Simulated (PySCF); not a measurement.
Isopropylamine, C₃H₉N.
Numbering: `[CH3:1][CH:2]([CH3:3])[NH2:4]` (hydrogens: H5, H6, H7 on C1; H8 on C2; H9, H10, H11 on C3; H12, H13 on N4)

A GFN2-xTB structure was refined with PBE0-D3(BJ)/def2-TZVP geometry optimisation, gas phase (PySCF 2.14.0). Its GFN2-xTB values:

| coordinate | GFN2-xTB |
| --- | --- |
| C1–C2 | 1.526 Å |
| C1–H5 | 1.086 Å |
| C2–N4 | 1.458 Å |
| C2–H8 | 1.108 Å |
| N4–H12 | 1.014 Å |
| C1–C2–C3 | 110.8° |
| C1–C2–N4 | 108.5° |
| C1–C2–H8 | 108.4° |
| C2–C1–H5 | 109.5° |
| C2–C1–H6 | 110.4° |
| H5–C1–H6 | 109.2° |
| H5–C1–H7 | 108.5° |
| H12–N4–H13 | 108.0° |

Question: How do these coordinates change at the PBE0-D3(BJ)/def2-TZVP level?

Answer: 
| coordinate | PBE0-D3(BJ)/def2-TZVP (Å or °) | change |
| --- | --- | --- |
| C1–C2 | 1.517 | -0.009 |
| C1–H5 | 1.093 | +0.007 |
| C2–H8 | 1.104 | -0.004 |
| N4–H12 | 1.013 | -0.001 |
| C2–N4 | 1.458 | 0.000 |
| H12–N4–H13 | 107.1 | -0.9 |
| C2–C1–H5 | 110.1 | +0.6 |
| C1–C2–C3 | 111.4 | +0.6 |
| C1–C2–H8 | 107.8 | -0.6 |
| C2–C1–H6 | 110.9 | +0.5 |
| H5–C1–H7 | 108.0 | -0.5 |
| H5–C1–H6 | 108.8 | -0.4 |
| C1–C2–N4 | 108.8 | +0.3 |

The energy falls by 0.23 kcal/mol over 3 energy and gradient evaluations, the largest force component goes from 0.0095 to 1.9e-04 Eh/bohr, and the atoms move by 0.030 Å rms after alignment. Among the bonds, C1–C2 and C2–C3 change most and about equally (-0.010 to -0.009 Å). Bonds longer at the end by more than 0.005 Å: 6 of 12; shorter: 2. Rotational constants go from 8421, 8040, 4709 to 8436, 8063, 4712 MHz.

The run used 178 basis functions and 24 SCF cycles in all. The run took 25 s of wall time on Arm Neoverse V1, one thread, shared host with 32 logical CPUs at a one-minute load of 12, and the process peaked at 0.77 GiB of memory.

Stationary, but not proved a minimum. One conformer, not necessarily the lowest.

The values belong to the conformer `[CH3:1][CH:2]([CH3:3])[NH2:4]`: H–N4–C2–C1 -177°, H–N4–C2–C1 -59°.
